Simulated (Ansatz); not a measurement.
System: bcc Nb. Method: PBEsol-D3(BJ) (Ansatz, an electronic-structure program, PAW).

Numerical settings: plane-wave cutoff 520 eV, 24×24×24 k mesh, Fermi–Dirac smearing 0.05 eV, no spin polarisation, scalar-relativistic PAW data made under PBE.

Cell (relaxed at this level):

```
Nb
1.0
   -1.61431     1.61431     1.61431
    1.61431    -1.61431     1.61431
    1.61431     1.61431    -1.61431
Nb
1
Direct
  0.00000   0.00000   0.00000
```

Question: Estimate the bulk modulus and pressure derivative B′ of the bulk modulus that the calculation returns.

Answer: 
* **bulk modulus**: 195 GPa
* **pressure derivative B′ of the bulk modulus**: 3.8

The run finds no gap.

Measured, for comparison: bulk modulus 173 GPa (0 K value with the zero-point phonon effect removed; as tabulated in Mejia-Rodriguez and Trickey (2018), arXiv:1807.09216). Computed (rounded) less measured: bulk modulus +13 %.

The computed numbers hold no vibrational or temperature effects.
